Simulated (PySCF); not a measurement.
**Working out the ionisation energy of B**

B [He] 2s2 2p1 (2P) → B⁺ [He] 2s2 (1S). Calculation: PySCF 2.14, in dyall-av2z; no relativity, point nucleus. Frozen: 1s2; the 8 highest virtual orbitals dropped. Energies in hartree (1 hartree = 27.21139 eV):

```json
{"part": "UHF", "B (lower)": "-24.532212", "B⁺ (upper)": "-24.236508"}
{"part": "CCSD correlation", "B (lower)": "-0.062726", "B⁺ (upper)": "-0.060545"}
{"part": "(T)", "B (lower)": "-0.001045", "B⁺ (upper)": "0.000000"}
```

Problem. What does Hartree-Fock give?

Solution. (-24.236508) − (-24.532212) = 0.295704 hartree = 8.047 eV.

Problem. What do CCSD and CCSD(T) give?

Solution. The CCSD correlation energies differ by 0.002181 hartree = 0.059 eV and the triples by 0.001045 hartree = 0.028 eV, so CCSD gives 8.106 eV and CCSD(T) 8.134 eV.

Measured between the centres of the two terms (NIST): 8.297 eV, so CCSD(T) (valence) is off by -0.163 eV.

A double-zeta basis recovers only part of the correlation energy.

The coupled-cluster amplitudes are large, so a single reference is strained.

What remains against the reference includes basis incompleteness, the frozen core and higher excitations.
